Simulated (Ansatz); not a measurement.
`C[SiH2]F` → C• + F• + 5 H• + Si•  (atomization)

Computed with Ansatz on PBE0-D4/def2-TZVP structures; ΔE is electronic, products minus reactants. CCSD(T)/CBS adds triple-zeta CCSD(T) − MP2 to the extrapolated MP2 energy (def2 sets, frozen cores). This one scheme is used for every species, atoms too. DFT in def2-TZVPP. HSE06 is defined as in plane-wave codes. Open shells (•) are unrestricted, without spin–orbit coupling. Spin–orbit coupling would lower the free atoms: a little for C, F, Si.

`C[SiH2]F`:

Cartesian coordinates in Å:
```
C 0.816 -0.367 0.410
Si -0.742 0.313 -0.327
F -0.425 0.909 -1.783
H 1.576 0.411 0.509
H 0.614 -0.773 1.405
H 1.225 -1.171 -0.208
H -1.771 -0.744 -0.498
H -1.293 1.422 0.492
```

| level | ΔE (kJ/mol) |
| --- | --- |
| HSE06-D4 | 2851.1 |
| ωB97M-V | 2881.0 |
| HSE06 | 2843.0 |
| CCSD(T)/def2-TZVPP | 2817.1 |

Problem. What does CCSD(T)/CBS give? (An estimate is asked.)

Solution. Computed: +2885.6 kJ/mol. The listed levels differ from it by -34.5, -4.6, -42.6, -68.5 kJ/mol.

Largest T1 diagnostic among the species: 0.012.

The D4 term adds +17.1 kJ/mol with B3LYP and +8.8 kJ/mol with PBE0; it sums over pairs of atoms, weighted by their polarisabilities, and B3LYP, whose exchange is more repulsive, gets the larger term. From r2SCAN to r2SCAN0 (25 % exact exchange), in def2-TZVPP and without D4, ΔE moves by −29.7 kJ/mol: exact exchange takes away binding that semilocal exchange gives to molecules. At CCSD(T), def2-SVP lies −177.7 kJ/mol from the extrapolated value and def2-TZVPP −68.5 kJ/mol: correlation converges slowly with the basis, and small sets miss more of it in the bonded molecule than in its fragments.

B3LYP here is the variant with VWN-RPA as its local correlation; programs differ in this.

For atomizations the MP2-based limit and the directly extrapolated one differ by several kJ/mol either way, and by 10 to 25 for some Ge, Se and Sn compounds, so smaller differences from it don't rank the levels.
